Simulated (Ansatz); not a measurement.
Relaxation of C$_{2}$H$_{3}$S$_{2}$ (7 atoms, charge -1, multiplicity 1), to a largest force component of 0.02 eV/Å in at most 50 steps.

All numbers below come from Ansatz, RKS PBE0-D4/6-31G*.

```xyz
7
Properties=species:S:1:pos:R:3
C 0.035 0.694 0.106
C -0.055 -0.797 -0.102
S 1.069 -1.744 0.688
S -1.250 -1.350 -1.127
H 0.465 0.920 1.082
H -2.410 -1.138 -1.844
H 0.685 1.122 -0.661
```

Task: Where does it end, and by what steps?

Result: The forces met the threshold. Limits of this set-up: an anion without diffuse functions, the dipole of an ion depends on the origin. After 10 steps the energy has fallen by 3.800 eV; H7 moved furthest, 1.14 Å.

```json
{"step": "0", "energy less start (eV)": "0.0000", "largest force component (eV/Å)": "6.457", "accepted": "yes"}
{"step": "1", "energy less start (eV)": "-1.7158", "largest force component (eV/Å)": "4.738", "accepted": "yes"}
{"step": "2", "energy less start (eV)": "-2.7045", "largest force component (eV/Å)": "1.836", "accepted": "yes"}
{"step": "3", "energy less start (eV)": "-3.1635", "largest force component (eV/Å)": "1.322", "accepted": "yes"}
{"step": "4", "energy less start (eV)": "-3.4700", "largest force component (eV/Å)": "0.995", "accepted": "yes"}
{"step": "5", "energy less start (eV)": "-3.6474", "largest force component (eV/Å)": "1.127", "accepted": "yes"}
{"step": "6", "energy less start (eV)": "-3.7080", "largest force component (eV/Å)": "0.931", "accepted": "yes"}
{"step": "7", "energy less start (eV)": "-3.7902", "largest force component (eV/Å)": "0.240", "accepted": "yes"}
{"step": "8", "energy less start (eV)": "-3.7989", "largest force component (eV/Å)": "0.070", "accepted": "yes"}
{"step": "9", "energy less start (eV)": "-3.7994", "largest force component (eV/Å)": "0.073", "accepted": "yes"}
{"step": "10", "energy less start (eV)": "-3.7998", "largest force component (eV/Å)": "0.015", "accepted": "yes"}
```

```xyz
7
Properties=species:S:1:pos:R:3
C 0.119 0.510 0.031
C 0.012 -0.838 0.002
S 0.832 -2.022 0.950
S -1.142 -1.595 -1.179
H 0.808 0.968 0.734
H -1.635 -0.479 -1.775
H -0.455 1.165 -0.622
```

Whether the end is a true minimum wasn't checked by a vibrational analysis.

The run took 36 s on 1 thread of Arm Neoverse V1, with other jobs on the host, peak memory 0.14 GiB.
